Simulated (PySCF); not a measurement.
Compound: C5H8Cl (doublet state).
Bonds: C1–C2, C2–C3, C3–C4, C4–Cl5, C4–C6, C2–C6. Hydrogens: H7, H8, H9 on C1; H10, H11 on C3; H12 on C4; H13, H14 on C6.

Identity: `C[C]1CC(Cl)C1` [radical].

Method used: UKS B3LYP, pcH-1 on C Cl H, non-relativistic, mean-field spin-orbit, GIAO (PySCF). Geometry: GFN2-xTB; no solvent, vibrations or thermal averaging. The geometry wasn't refined by DFT: couplings that depend on bond lengths, twists or pyramidal angles can differ widely from those at the functional's own minimum. No stability test was run, so a lower SCF solution isn't excluded.

Task: Match the computed a_iso(13C) values +119.7, -32.3, -27.6, +3.8 MHz (means over equivalent nuclei) with the sites C1; C2; C3/C6; C4.

Result: 
| site | a_iso (MHz) | ρ(0) (bohr⁻³) | position | distance from C2 (Å) | spin population | largest \|T\| (MHz) |
| --- | --- | --- | --- | --- | --- | --- |
| C1 | -27.6 | -0.0245 | 1 bond from C2 | 1.47 | -0.07 | 2.7 |
| C2 | +119.7 | +0.1065 | largest spin population | 0.00 | +0.95 | 159.1 |
| C3/C6 | -32.3 | -0.0287 | 1 bond from C2 | 1.49 | -0.09 | 2.9 |
| C4 | +3.8 | +0.0034 | 2 bonds from C2 | 2.10 | +0.01 | 2.8 |

Task: Match the computed a_iso(1H) values +114.2, +100.5, +70.1, -2.1 MHz (means over equivalent nuclei) with the sites H7/H8/H9; H10/H14; H11/H13; H12.

Result: 
| site | a_iso (MHz) | ρ(0) (bohr⁻³) | position | distance from C2 (Å) | bound to | spin population there | largest \|T\| (MHz) |
| --- | --- | --- | --- | --- | --- | --- | --- |
| H7/H8/H9 | +70.1 | +0.0157 | β, 2 bonds from C2 | 2.12 | C1 | -0.07 | 8.8 |
| H10/H14 | +100.5 | +0.0225 | β, 2 bonds from C2 | 2.21 | C3/C6 | -0.09 | 8.8 |
| H11/H13 | +114.2 | +0.0256 | β, 2 bonds from C2 | 2.19 | C3/C6 | -0.09 | 7.3 |
| H12 | -2.1 | -0.0005 | γ, 3 bonds from C2 | 2.84 | C4 | +0.01 | 5.2 |

ρ(0) is the spin density at the nucleus and T the dipolar tensor; a_iso includes a spin–orbit part; entries for several nuclei are means. The Mulliken spin populations are largest on C2 (+0.95), C6 (-0.09), C3 (-0.09) and C1 (-0.07). No atom but C2 exceeds +0.15. The positive populations add up to 1.25 and the negative ones to -0.25, together 2S = 1. The angles at C2 add up to 356.7°, so it is nearly planar.

Class means assume fast exchange of nuclei equivalent by connectivity; if that motion is slow, each nucleus keeps its own coupling. The three 1H nuclei of mean +70.1 MHz run from 31.3 to 141.8 MHz in the frozen geometry.
